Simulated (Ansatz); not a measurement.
A made-up structure of CH6BN, singlet:

B1  (0.389, 1.224, -0.118)
C2  (0.290, -0.312, -0.220)
N3  (-0.540, -1.002, 0.744)
H4  (1.209, 1.797, -0.775)
H5  (-0.388, 1.862, 0.536)
H6  (0.020, 1.102, 0.965)
H7  (1.290, -0.762, -0.254)
H8  (-0.802, -1.927, 0.433)
H9  (-1.388, -0.485, 0.934)
(Å)

It is relaxed with PBE-D4/def2-SVP and then PBE0-D4/def2-TZVP (Ansatz 0.2.0). Atoms count as bonded within 1.22 times the sum of their covalent radii (H–H: 0.88 Å). The end point is not checked to be a true minimum.

Problem. Does its bonding change? (A judgement: the text doesn't fix the answer.)

Solution. The calculation gives: No: no bond forms or breaks.

Where it ends: The first stage lowers the energy by 2.62 eV in 16 steps. It ends as CH₆BN ([BH3][CH][NH2]):
```xyz
9
angstrom
B 0.3413 1.2747 0.2018
C 0.3202 -0.2652 0.1688
N -0.7330 -1.0047 0.3672
H 0.8530 1.6240 -0.8517
H -0.7628 1.7371 0.4150
H 1.1747 1.5414 1.0596
H 1.2222 -0.8522 -0.0190
H -0.7214 -2.0131 0.3547
H -1.6146 -0.5444 0.5488
```

Labels in which every atom is bracketed show which atoms are joined, not bond orders.

For scale, one of the runs: PBE0-D4/def2-TZVP relaxation, 129 basis functions, launched by `ansatz run in.yaml --threads 2 --pin off --events-out ev --progress --plain --max-ram 4352MiB`. Hardware: 2 CPU threads of an Arm Neoverse V1, shared host. Wall time about 13 s.
